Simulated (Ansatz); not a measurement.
# doublet [HNO2]+: levels of theory compared

We compute a comparison of 6 runs (U-r2SCAN/STO-3G, U-revPBE/STO-3G, UBHLYP/STO-3G, RPA@PBE/STO-3G, UMP2/STO-3G, UCCSDTQ/STO-3G) of doublet [HNO2]+. 

The results are computed with Ansatz 0.2.0.

54 further runs of the same task are left out: 1 that didn't finish, 53 set aside as unsound or not needed.

## (1) Starting point

[HNO2]+ has 4 atoms, charge +1, and is taken as a doublet. As SMILES of the parent species, `O=NO`. The shape is that of a GFN2-xTB optimisation. That shape belongs to the parent species and isn't relaxed for this state.

Bond lengths: O1–N2 1.181 Å, N2–O3 1.392 Å, O3–H4 0.968 Å. Angles: O1–N2–O3 113.7°, N2–O3–H4 106.9°.

## (2) The energy at U-r2SCAN/STO-3G (run 1)

The input, molecule.yaml:

```yaml
crystal:
  periodic: [false, false, false]
  atoms:
    - {symbol: O, position_ang: [0.424700, 0.045690, 1.471310]}
    - {symbol: N, position_ang: [0.319310, -0.411420, 0.387280]}
    - {symbol: O, position_ang: [-0.357270, 0.415910, -0.505360]}
    - {symbol: H, position_ang: [-0.386730, -0.050180, -1.353230]}
basis:
  gaussian: {orbitals: STO-3G}
total_charge: 1
magnetization: {spin_polarized: true, initial_magnetization: 1}
hamiltonian: {xc: {name: r2SCAN}}
accuracy: high
```

The run is started by

```bash
$ ansatz run molecule.yaml --threads 1 --pin off --max-ram 2610MiB --events-out events.jsonl --progress --plain --runs-dir runs
```

The program printed:

```text
Warning: RAYON_NUM_THREADS=1 ignored (pool sized by the plan → 1); use --threads N
Functional definition: r2SCAN
  name "r2SCAN"
  parameter k0 = 0.174
  parameter k1 = 0.065
  parameter a1 = 4.9479
  exchange = r2scan_x(k0 = k0, k1 = k1, a1 = a1)
  correlation = r2scan_c
275 factors; integrals over basis functions are off by at most 3.2e-8 eV
mean field evaluation 1: about -5509.6850 eV, gradient 1.5e1 eV
mean field evaluation 2: about -5493.4722 eV, gradient 5.8e1 eV
mean field evaluation 4: about -5510.9120 eV, gradient 4.0e0 eV
mean field evaluation 8: about -5510.9431 eV, gradient 7.7e-2 eV
mean field evaluation 16: about -5510.9431 eV, gradient 6.0e-6 eV
mean field -5510.94313668 eV, -202.5234248216 hartree, gradient 4.5e-8 eV, S^2 0.755700; 0 other end points of the search recorded, 0 dependent functions left out
reference -5510.94313711 eV, -202.5234248374 hartree; 12, 11 occupied and 4, 5 virtual orbitals, 275 factors
Total energy: -5510.94313711 eV, -202.5234248374 hartree
```

Run time: 1.9 s. Hardware: 1 thread of Intel Xeon Platinum 8559C (Emerald Rapids), shared host; peak memory 0.21 GiB.

## (3) The energy at U-revPBE/STO-3G (run 2)

The input, run.yaml:

```yaml
crystal:
  periodic: [false, false, false]
  atoms:
    - symbol: O
      position_ang: [0.424700, 0.045690, 1.471310]
    - symbol: N
      position_ang: [0.319310, -0.411420, 0.387280]
    - symbol: O
      position_ang: [-0.357270, 0.415910, -0.505360]
    - symbol: H
      position_ang: [-0.386730, -0.050180, -1.353230]
basis:
  gaussian:
    orbitals: STO-3G
total_charge: 1
magnetization:
  spin_polarized: true
  initial_magnetization: 1
hamiltonian:
  xc: {name: revPBE}
accuracy: high
```

The run is started by

```bash
$ ansatz run run.yaml --threads 1 --pin off --max-ram 2610MiB --events-out events.jsonl --progress --plain --runs-dir runs
```

The program printed:

```text
Warning: RAYON_NUM_THREADS=1 ignored (pool sized by the plan → 1); use --threads N
Functional definition: revPBE
  name "revPBE"
  parameter kappa = 1.245
  parameter beta = 0.06672455060314922
  exchange = pbe_x(kappa = kappa, mu = beta*pi^2/3)
  correlation = pbe_c(beta = beta)
275 factors; integrals over basis functions are off by at most 3.2e-8 eV
mean field evaluation 1: about -5510.8605 eV, gradient 1.5e1 eV
mean field evaluation 2: about -5486.8274 eV, gradient 6.9e1 eV
mean field evaluation 4: about -5512.0440 eV, gradient 4.6e0 eV
mean field evaluation 8: about -5512.1004 eV, gradient 8.2e-2 eV
mean field evaluation 16: about -5512.1004 eV, gradient 4.1e-6 eV
mean field -5512.10043559 eV, -202.5659547719 hartree, gradient 2.4e-8 eV, S^2 0.752622; 0 other end points of the search recorded, 0 dependent functions left out
reference -5512.10043706 eV, -202.5659548262 hartree; 12, 11 occupied and 4, 5 virtual orbitals, 275 factors
Total energy: -5512.10043706 eV, -202.5659548262 hartree
```

Wall time 0.86 s (1 thread of Intel Xeon Platinum 8559C (Emerald Rapids), shared host); peak memory 0.13 GiB.

## (4) The energy at UBHLYP/STO-3G (run 3)

The input, run.yaml:

```yaml
crystal:
  periodic: [false, false, false]
  atoms:
    - {symbol: O, position_ang: [0.424700, 0.045690, 1.471310]}
    - {symbol: N, position_ang: [0.319310, -0.411420, 0.387280]}
    - {symbol: O, position_ang: [-0.357270, 0.415910, -0.505360]}
    - {symbol: H, position_ang: [-0.386730, -0.050180, -1.353230]}
basis:
  gaussian: {orbitals: STO-3G}
accuracy: high
magnetization: {spin_polarized: true, initial_magnetization: 1}
total_charge: 1
hamiltonian: {xc: {name: BHLYP}}
```

The run is started by

```bash
$ ansatz run run.yaml --threads 1 --pin off --max-ram 2610MiB --events-out events.jsonl --progress --plain --runs-dir runs
```

The program printed:

```text
Warning: RAYON_NUM_THREADS=1 ignored (pool sized by the plan → 1); use --threads N
Functional definition: BHLYP
  name "BHLYP"
  parameter a = 0.5
  exchange = (1 - a)*b88_x + a*exact_x
  correlation = lyp_c
275 factors; integrals over basis functions are off by at most 3.2e-8 eV
mean field evaluation 1: about -5507.2355 eV, gradient 2.0e1 eV
mean field evaluation 2: about -5506.0446 eV, gradient 2.6e1 eV
mean field evaluation 4: about -5509.4298 eV, gradient 2.1e0 eV
mean field evaluation 8: about -5509.5107 eV, gradient 1.3e-1 eV
mean field evaluation 16: about -5509.5131 eV, gradient 1.8e-3 eV
mean field evaluation 32: about -5509.4446 eV, gradient 9.7e-1 eV
mean field -5509.51308499 eV, -202.4708713912 hartree, gradient 8.5e-8 eV, S^2 0.776538; 2 other end points of the search recorded, 0 dependent functions left out
reference -5509.51309842 eV, -202.4708718849 hartree; 12, 11 occupied and 4, 5 virtual orbitals, 275 factors
Total energy: -5509.51309842 eV, -202.4708718849 hartree
```

Wall time 0.92 s (1 thread of Intel Xeon Platinum 8559C (Emerald Rapids), shared host); peak memory 0.13 GiB.

Runs 4 to 5 aren't shown in full; the table further down has their settings and results.

## (5) A single-point energy at UCCSDTQ/STO-3G (run 6)

The input, in.yaml:

```yaml
crystal:
  periodic: [false, false, false]
  atoms:
    - {symbol: O, position_ang: [0.424700, 0.045690, 1.471310]}
    - {symbol: "N", position_ang: [0.319310, -0.411420, 0.387280]}
    - {symbol: O, position_ang: [-0.357270, 0.415910, -0.505360]}
    - {symbol: H, position_ang: [-0.386730, -0.050180, -1.353230]}
basis:
  gaussian:
    orbitals: STO-3G
scf:
  omitted_lower_state_checks: [cluster_reference, increment]
accuracy: high
magnetization:
  spin_polarized: true
  initial_magnetization: 1
correlation:
  method: ccsdtq
  frozen_orbitals: {H: 0, "N": 1, O: 1}
total_charge: 1
```

The run is started by

```bash
$ ansatz run in.yaml --threads 1 --pin off --max-ram 2610MiB --events-out events.jsonl --progress --plain --runs-dir runs
```

The program printed (excerpt; [...] marks lines left out):

```text
Warning: RAYON_NUM_THREADS=1 ignored (pool sized by the plan → 1); use --threads N
Functional definition: HF
  name "HF"
[...]
275 factors; integrals over basis functions are off by at most 3.2e-8 eV
[...]
mean field -5486.43413872 eV, -201.6227357594 hartree, gradient 2.5e-8 eV, S^2 0.962231; 8 other end points of the search recorded, 0 dependent functions left out
3 core orbitals not correlated: weight in the atoms' cores, before any rotation towards them, 1.000 or more for the frozen orbitals, at most 0.000 for the correlated occupied ones
reference -5486.43413872 eV, -201.6227357594 hartree; 9, 8 occupied and 4, 5 virtual orbitals, 275 factors
second order -4.29709512 eV of doubles, -0.00000000 eV of singles
cycle   1  -4.68147796 eV  change   -3.8e-1 eV  update   1.3e-1
[...]
cycle  42  -5.99304062 eV  change  -6.7e-10 eV  update   1.4e-9
Total energy: -5492.42717934 eV, -201.8429759398 hartree
Checks for a lower state left out: cluster_reference, increment
```

It took 73 s on 1 thread of Intel Xeon Platinum 8559C (Emerald Rapids), shared host; peak memory 0.55 GiB.

## (6) The series

```csv
run,level,frozen core orbitals,energy (Eh),⟨S²⟩,wall time
1,U-r2SCAN/STO-3G,–,-202.523425,0.756,1.9 s
2,U-revPBE/STO-3G,–,-202.565955,0.753,0.86 s
3,UBHLYP/STO-3G,–,-202.470872,0.777,0.92 s
4,RPA@PBE/STO-3G,3,-201.939372,0.752,1 s
5,UMP2/STO-3G,3,-201.780651,0.962,0.2 s
6,UCCSDTQ/STO-3G,3,-201.842976,0.962,73 s
```

## (7) What came out

```
                                          quantity          value
                               run 6: total energy  -201.84298 Eh
run 6: correlation energy (3 core orbitals frozen)     -220.2 mEh
          run 6: ⟨S²⟩ of the reference determinant          0.962
                              run 6: T1 diagnostic          0.062
```

What this shows: Totals of different functionals can't be ranked against each other. In runs 1, 2, 3, 4, 5, 6 the basis is minimal, so the values are rough. Spin contamination of the reference: run 5 ⟨S²⟩ = 0.96, run 6 ⟨S²⟩ = 0.96. All runs together took 78 s, the longest 73 s.
